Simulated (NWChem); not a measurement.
Program: NWChem. System: phosphine (H$_{3}$P), charge 0, spin multiplicity 1, at a geometry optimised with PBE0/def2-SVP. Level: CCSD(T)/cc-pVDZ, 5 core orbitals frozen.

Job file:

```
start mol
memory heap 100 mb stack 700 mb global 1900 mb
geometry units angstroms nocenter noautoz
  P     -0.130235    -0.003352     0.000000
  H      0.666565    -0.580989     1.035668
  H      0.666565    -0.580989    -1.035668
  H      0.620396     1.212263     0.000000
  symmetry group Cs
end
basis spherical
  * library cc-pvdz
end
scf
  rhf
  nopen 0
  maxiter 100
  thresh 1e-7
  semidirect memsize 60000000 filesize 0
end
ccsd
  freeze core 5
  maxiter 60
end
task ccsd(t) energy
```

Output (cleaned and shortened):

```
             Northwest Computational Chemistry Package (NWChem) 7.3.0
             --------------------------------------------------------

                                NWChem Input Module
                                -------------------

 Scaling coordinates for geometry "geometry" by  1.889725989
 (inverse scale =  0.529177249)

 Turning off AUTOSYM since
 SYMMETRY directive was detected!

                             Geometry "geometry" -> ""
                             -------------------------

 Output coordinates in angstroms (scale by  1.889725989 to convert to a.u.)

  No.       Tag          Charge          X              Y              Z
 ---- ---------------- ---------- -------------- -------------- --------------
    1 P                   15.0000    -0.13023500    -0.00335200     0.00000000
    2 H                    1.0000     0.66656500    -0.58098900     1.03566800
    3 H                    1.0000     0.66656500    -0.58098900    -1.03566800
    4 H                    1.0000     0.62039600     1.21226300     0.00000000

 Effective nuclear repulsion energy (a.u.)      17.4340881334

            Nuclear Dipole moment (a.u.)
            ----------------------------
        X                 Y               Z
 ---------------- ---------------- ----------------
     0.0000018897     0.0000094486     0.0000000000

      Symmetry information
      --------------------

 Group name             Cs
 Group number              2
 Group order               2
 No. of unique centers     3

      Symmetry unique atoms

     1    2    4


 Summary of "ao basis" -> "" (spherical)
 ------------------------------------------------------------------------------
       Tag                 Description            Shells   Functions and Types
 ---------------- ------------------------------  ------  ---------------------
 *                          cc-pvdz                   on all atoms

 Summary of "ao basis" -> "ao basis" (spherical)
 ------------------------------------------------------------------------------
       Tag                 Description            Shells   Functions and Types
 ---------------- ------------------------------  ------  ---------------------
 P                          cc-pvdz                  8       18   4s3p1d
 H                          cc-pvdz                  3        5   2s1p

                                 NWChem SCF Module
                                 -----------------

  ao basis        = "ao basis"
  functions       =    33
  atoms           =     4
  closed shells   =     9
  open shells     =     0
  charge          =   0.00
  wavefunction    = RHF
  use symmetry    = T
  symmetry adapt  = T

 Summary of "ao basis" -> "ao basis" (spherical)
 ------------------------------------------------------------------------------
       Tag                 Description            Shells   Functions and Types
 ---------------- ------------------------------  ------  ---------------------
 P                          cc-pvdz                  8       18   4s3p1d
 H                          cc-pvdz                  3        5   2s1p

      Symmetry analysis of basis
      --------------------------

        a'         22
        a"         11

 Forming initial guess at       0.0s

      Superposition of Atomic Density Guess
      -------------------------------------

 Sum of atomic energies:        -342.14775117

      Non-variational initial energy
      ------------------------------

 Total energy =    -342.340531
[...]
   6     -0.1638778294  6.480D-06  5.799D-05     0.50     0.00     0.50
   7     -0.1638784018 -5.724D-07  4.235D-06     0.47     0.00     0.47
   8     -0.1638789867 -5.849D-07  5.027D-06     0.54     0.00     0.53
   9     -0.1638788497  1.370D-07  2.467D-06     0.57     0.00     0.56
  10     -0.1638787561  9.352D-08  4.634D-07     0.55     0.00     0.54
                  *************converged*************
-------------------------------------------------------------------------

 -----------
 CCSD Energy
 -----------
 Reference energy:            -342.470158054168678
 CCSD corr. energy:             -0.163878756143704
 Total CCSD energy:           -342.634036810312409

 --------------------------------
 Spin Component Scaled (SCS) CCSD
 --------------------------------
 Same spin contribution:                 -0.023072518355848
 Same spin scaling factor:                1.130000000000000
 Opposite spin contribution:             -0.140806237787856
 Opposite spin scaling fact.:             1.270000000000000
 SCS-CCSD correlation energy:            -0.204895867732686
 Total SCS-CCSD energy:                -342.675053921901338
 memory            104854132

*********triples calculation*********

nkpass=    1; nvpass=    1; memdrv=          16536; memtrn=         372984; memavail=      104854020
 memory available/node                      104854020
 total number of virtual orbitals        24
 number of virtuals per integral pass    24
 number of integral evaluations           1
 number of occupied per triples pass      4
 number of triples passes                 1

 commencing integral evaluation        1 at           5.51
  symmetry use  T
task         2 out of       153 done   1%  at       0.0 secs
task         8 out of       153 done   5%  at       0.2 secs
task        16 out of       153 done  10%  at       0.2 secs
task        23 out of       153 done  15%  at       0.2 secs
task        31 out of       153 done  20%  at       0.2 secs
task        39 out of       153 done  25%  at       0.3 secs
task        46 out of       153 done  30%  at       0.3 secs
task        54 out of       153 done  35%  at       0.4 secs
task        63 out of       153 done  41%  at       0.6 secs
task        74 out of       153 done  48%  at       0.6 secs
task        80 out of       153 done  52%  at       0.6 secs
task        85 out of       153 done  55%  at       0.6 secs
task        92 out of       153 done  60%  at       0.7 secs
task       100 out of       153 done  65%  at       0.7 secs
task       113 out of       153 done  73%  at       0.7 secs
task       119 out of       153 done  77%  at       0.7 secs
task       123 out of       153 done  80%  at       0.7 secs
task       131 out of       153 done  85%  at       0.7 secs
task       138 out of       153 done  90%  at       0.7 secs
task       146 out of       153 done  95%  at       0.7 secs
task       153 out of       153 done 100%  at       0.7 secs
 commencing triples evaluation - blocking       1
 ccsd(t): done        1 out of       24 progress:    4.2%
 ccsd(t): done        2 out of       24 progress:    8.3%
 ccsd(t): done        3 out of       24 progress:   12.5%
 ccsd(t): done        4 out of       24 progress:   16.7%
 ccsd(t): done        5 out of       24 progress:   20.8%
 ccsd(t): done        6 out of       24 progress:   25.0%
 ccsd(t): done        7 out of       24 progress:   29.2%
 ccsd(t): done        8 out of       24 progress:   33.3%
 ccsd(t): done        9 out of       24 progress:   37.5%
 ccsd(t): done       10 out of       24 progress:   41.7%
 ccsd(t): done       11 out of       24 progress:   45.8%
 ccsd(t): done       12 out of       24 progress:   50.0%
 ccsd(t): done       13 out of       24 progress:   54.2%
 ccsd(t): done       14 out of       24 progress:   58.3%
 ccsd(t): done       15 out of       24 progress:   62.5%
 ccsd(t): done       16 out of       24 progress:   66.7%
 ccsd(t): done       17 out of       24 progress:   70.8%
 ccsd(t): done       18 out of       24 progress:   75.0%
 ccsd(t): done       19 out of       24 progress:   79.2%
 ccsd(t): done       20 out of       24 progress:   83.3%
 ccsd(t): done       21 out of       24 progress:   87.5%
 ccsd(t): done       22 out of       24 progress:   91.7%
 ccsd(t): done       23 out of       24 progress:   95.8%
 ccsd(t): done       24 out of       24 progress:  100.0%
 Time for integral evaluation pass     1        0.74
 Time for triples evaluation pass      1        0.02

 pseudo-e(mp4)  -0.37596133208436E-02
 pseudo-e(mp5)   0.94868582695337E-04
        e(t)    -0.36647447381482E-02

 --------------
 CCSD(T) Energy
 --------------
 Reference energy:                    -342.470158054168678

 CCSD corr. energy:                     -0.163878756143704
 T(CCSD) corr. energy:                  -0.003759613320844
 Total CCSD+T(CCSD) energy:           -342.637796423633233

 CCSD corr. energy:                     -0.163878756143704
 (T) corr. energy:                      -0.003664744738148
 Total CCSD(T) energy:                -342.637701555050512

 routine      calls  cpu(0)   cpu-min  cpu-ave  cpu-max   i/o
 aoccsd          1     0.00     0.00     0.00     0.00    0.00
 iterdrv         1     0.00     0.00     0.00     0.00    0.00
 pampt          10     0.01     0.01     0.01     0.01    0.00
 t2pm           10     0.01     0.01     0.01     0.01    0.00
 sxy            10     0.04     0.04     0.04     0.04    0.00
 ints       234090     4.52     4.52     4.52     4.52    0.00
 t2eri        1530     0.09     0.09     0.09     0.09    0.00
 idx2         1530     0.04     0.04     0.04     0.04    0.00
 idx34          10     0.00     0.00     0.00     0.00    0.00
 ht2pm          10     0.01     0.01     0.01     0.01    0.00
 itm            10     0.03     0.03     0.03     0.03    0.00
 pdiis          10     0.00     0.00     0.00     0.00    0.00
 triples         1     0.00     0.00     0.00     0.00    0.00
 rdtrpo          1     0.00     0.00     0.00     0.00    0.00
 trpmos          1     0.74     0.74     0.74     0.74    0.00
 trpdrv          1     0.01     0.01     0.01     0.01    0.00
 dovvv        1920     0.00     0.00     0.00     0.00    0.00
 doooo        1920     0.00     0.00     0.00     0.00    0.00
 tengy        1536     0.01     0.01     0.01     0.01    0.00
 Total                 5.52     5.52     5.52     5.52    0.00

 Task  times  cpu:        6.6s     wall:        6.6s

 Total times  cpu:        6.6s     wall:        6.6s
```
